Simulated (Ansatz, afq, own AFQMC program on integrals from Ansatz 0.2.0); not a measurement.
**BSiH3, triplet: AFQMC among the cluster methods**

```yaml
atoms:
  - { symbol: Si, position_ang: [-0.0009, -0.0856, 0.5959] }
  - { symbol: B, position_ang: [-0.0009, 0.0903, -1.3330] }
  - { symbol: H, position_ang: [-0.0009, 1.0954, 1.5177] }
  - { symbol: H, position_ang: [0.7703, 0.8736, -1.8083] }
  - { symbol: H, position_ang: [-0.7366, -0.5535, -2.0149] }
```

Connectivity, by distances: SiH–BH2.

Basis cc-pVDZ. Noble-gas cores (and the filled d shells of Ga–Kr and In–Xe) are frozen. Ansatz 0.2.0 and our own AFQMC program on the same integrals; the CISD trial comes from CCSD amplitudes, and released means the phaseless constraint is let go. Uncertainties: one standard error, sampling alone.

Determinant: UHF, the one that the program's search chose, which needn't be the lowest solution. The geometry is a point of a scan.

No full CI on the walks' own integrals is used here; CCSDT(Q) serves as the reference and is uncertain by about the last step of the cluster series.

Cautions: lower spins were not checked.

```
T1 diagnostic                               : 0.0289
weight of the determinant in the CISD state : 0.879
⟨S²⟩ of the determinant                     : 2.017
size of the correlated space                : 10 electrons in 41 orbitals
```

```
  level  correlation energy (eV)
    MP2                  -4.0791
   CCSD                  -5.1094
CCSD(T)                  -5.2505
```

Problem. Estimate where phaseless AFQMC with a CISD trial lies against CCSD(T) on the same integrals.

Solution. 1.02 ± 0.32 kcal/mol below CCSD(T).

Reference: CCSDT(Q), correlation energy -5.293 eV. The released energy is read at 2.40 1/Eh (meV from the phaseless value at times in 1/Eh: -8 ± 13 at 0.24, -15 ± 10 at 0.51, -10 ± 10 at 0.99, -5 ± 8 at 1.62, -18 ± 11 at 2.40).

```
         level  E − E(reference) (kcal/mol)  share of correlation (%)
       CCSD(T)                         0.99                     99.19
         CCSDT                         0.15                     99.88
 ph-AFQMC/CISD                 -0.03 ± 0.32                    100.02
released AFQMC                 -0.43 ± 0.26                    100.35
```

Released energies are given only where the last usable release times agree within the noise; a slower fall can still hide under it.
